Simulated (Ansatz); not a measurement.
# C5H5N: up Jacob's ladder to CCSD(T)

How much do the methods differ for C5H5N? The plan is to run it at one geometry with functionals of several rungs and with coupled cluster. The yardstick is the atomisation energy at the CCSD(T) limit.

Computed with Ansatz 0.2.0, Gaussian basis. Level: functionals in def2-TZVPP, the program's frozen cores in correlated methods.

Levels to be run: LDA (SPW92), PBE-D4, revPBE-D4, BLYP-D4, r2SCAN-D4, B97M-V, PBE0-D4, B3LYP-D4, r2SCANh-D4, r2SCAN0-D4, HSE06-D4, BHLYP-D4, CAM-B3LYP-D4, LC-ωPBE, ωB97X-V, ωB97M-V, B2PLYP, PBE-QIDH; CCSD(T)/def2-SVP; CCSD(T)/def2-TZVPP; MP2/def2-QZVPP; extrapolation to the limit; RPA on PBE.

## Step 1: Structure used throughout

An earlier PBE0-D4 in a triple-zeta def2 set relaxation fixed the geometry.

11 atoms, charge 0, spin multiplicity 1.

Atoms are counted from 1 here; the program's logs count them from 0.

Bond lengths: C1–C2 1.333 Å, C1–H7 1.083 Å, C1–H8 1.085 Å, C2–C3 1.442 Å, C2–H9 1.087 Å, C3–C4 1.341 Å, C3–H10 1.087 Å, C4–C5 1.417 Å, C4–H11 1.085 Å, C5–N6 1.153 Å. Angles: C2–C1–H7 121.6°, C2–C1–H8 121.2°, H7–C1–H8 117.2°, C1–C2–C3 123.1°, C1–C2–H9 119.9°, C3–C2–H9 117.0°, C2–C3–C4 123.5°, C2–C3–H10 117.4°, C4–C3–H10 119.1°, C3–C4–C5 122.6°, C3–C4–H11 121.0°, C5–C4–H11 116.4°, C4–C5–N6 179.1°.

Geometry (Å):

```csv
atom,x (Å),y (Å),z (Å)
C1,1.6366,-1.3841,-0.5574
C2,0.5905,-0.5830,-0.7614
C3,-0.0864,0.1139,0.3036
C4,-1.1390,0.9217,0.1076
C5,-1.7905,1.5975,1.1686
N6,-2.3323,2.1550,2.0203
H7,2.1269,-1.8958,-1.3760
H8,2.0323,-1.5503,0.4391
H9,0.2116,-0.4318,-1.7691
H10,0.2870,-0.0328,1.3133
H11,-1.5367,1.0897,-0.8884
```

## Step 2: LDA

This LDA is Slater exchange with PW92 correlation.

Contents of in.yaml:

```yaml
crystal:
  periodic: [false, false, false]
  atoms:
    - {symbol: C, position_ang: [1.636558, -1.384104, -0.557415]}
    - {symbol: C, position_ang: [0.590543, -0.582953, -0.761421]}
    - {symbol: C, position_ang: [-0.086427, 0.113850, 0.303552]}
    - {symbol: C, position_ang: [-1.138998, 0.921693, 0.107574]}
    - {symbol: C, position_ang: [-1.790498, 1.597537, 1.168556]}
    - {symbol: N, position_ang: [-2.332304, 2.155029, 2.020289]}
    - {symbol: H, position_ang: [2.126879, -1.895824, -1.376048]}
    - {symbol: H, position_ang: [2.032312, -1.550285, 0.439055]}
    - {symbol: H, position_ang: [0.211617, -0.431819, -1.769102]}
    - {symbol: H, position_ang: [0.287006, -0.032827, 1.313348]}
    - {symbol: H, position_ang: [-1.536688, 1.089713, -0.888378]}
basis:
  gaussian: {orbitals: def2-TZVPP}
hamiltonian: {xc: lda}
output: {orbitals: {seedname: orbitals}}
```

Started as:

```sh
ansatz run in.yaml --threads 4 --pin off --events-out ev --progress --plain --max-ram 10444MiB
```

After this run come: PBE-D4 (GGA); revPBE-D4 (GGA); BLYP-D4 (GGA); r2SCAN-D4 (meta-GGA); B97M-V (meta-GGA); B3LYP-D4 (hybrid); r2SCANh-D4 (hybrid); r2SCAN0-D4 (hybrid); HSE06-D4 (hybrid); BHLYP-D4 (hybrid); CAM-B3LYP-D4 (range-separated); LC-ωPBE (range-separated); ωB97X-V (range-separated); ωB97M-V (range-separated); B2PLYP (double hybrid); PBE-QIDH (double hybrid); CCSD(T) in def2-SVP; CCSD(T) in def2-TZVPP; MP2 in def2-QZVPP; RPA on PBE orbitals.

Before running them: what should the planned runs give, taken together? Wanted: atomisation energy, CCSD(T)/CBS; farthest beyond LDA; mean size of error, GGA; mean size of error, meta-GGA; mean size of error, hybrid; mean size of error, range-separated; mean size of error, double hybrid; gap, smallest and largest; T1 diagnostic.

**Answer**, as computed:

| quantity | value |
| --- | --- |
| atomisation energy, CCSD(T)/CBS | 1207.6 kcal/mol |
| functionals within 6.0 kcal/mol (0.5 %) | r2SCANh-D4, LC-ωPBE, ωB97X-V, B2PLYP, PBE-QIDH |
| farthest beyond LDA | PBE-D4 (+53.2 kcal/mol) |
| mean size of error, GGA | 30.3 kcal/mol |
| mean size of error, meta-GGA | 8.5 kcal/mol |
| mean size of error, hybrid | 17.8 kcal/mol |
| mean size of error, range-separated | 5.0 kcal/mol |
| mean size of error, double hybrid | 1.5 kcal/mol |
| gap, smallest and largest | 3.40 eV (LDA (SPW92)), 9.89 eV (LC-ωPBE) |
| T1 diagnostic | 0.0135 |
| triples share of the correlation energy | 4.9 % |

What this shows: The LDA atomisation energy is off by 192.7 kcal/mol (16 %): it overbinds. PBE-D4 is off by +53.2 kcal/mol. Double hybrids carry the basis error of their MP2 part in triple zeta, and no dispersion term here, so their miss is partly the set-up's. The rungs double hybrid, range-separated miss on average by less than the doubt on the reference (6.0 kcal/mol), so they tie; GGA functionals have the largest mean beyond LDA (30.3 kcal/mol). Misses under about 6.0 kcal/mol are within the doubt on the reference itself, which lacks core-valence correlation, relativity and higher excitations. Hartree-Fock recovers 72 % of the binding; the rest is correlation. CCSD(T) in def2-SVP is off by -46.2 kcal/mol, worse than the median functional, from the basis alone. The gap grows from 3.4 to 9.9 eV across the functionals, mostly with the share of exact exchange. The restricted reference is unstable towards a spin-broken one.
